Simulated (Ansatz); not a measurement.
One stationary structure of Al. Space group Fm-3m (No. 225), fcc (Cu type). All values below come from r2SCAN (plane waves to 500 eV, PAW, scalar-relativistic; Ansatz, an electronic-structure program).

```cif
data_Al
_chemical_formula_sum 'Al1'
_space_group_name_H-M_alt 'P 1'
_space_group_IT_number 1
_cell_length_a 2.82237
_cell_length_b 2.82237
_cell_length_c 2.82237
_cell_angle_alpha 60.000
_cell_angle_beta 60.000
_cell_angle_gamma 60.000
loop_
_space_group_symop_operation_xyz
  'x, y, z'
loop_
_atom_site_label
_atom_site_type_symbol
_atom_site_fract_x
_atom_site_fract_y
_atom_site_fract_z
_atom_site_occupancy
Al1 Al 0.00000 0.00000 0.00000 1
```

```json
{
  "volume_per_atom": "15.90 Å³",
  "band_gap": "no gap (metallic)",
  "shortest_distances": "Al–Al 2.82 Å",
  "k-mesh": "20×20×20"
}
```

No spin polarisation in the result.

Measured for Al: a 4.018 Å (static lattice; corrected from measurement; as listed in Daniel Mejia-Rodriguez, S. B. Trickey, Phys. Rev. B (2018)). Computed minus measured — a: r2SCAN -0.7 %. The computed values are for a static lattice.

It was reached from a disturbed copy of a P6/mmm (No. 191) cell, against which it lies -0.56 eV/atom.
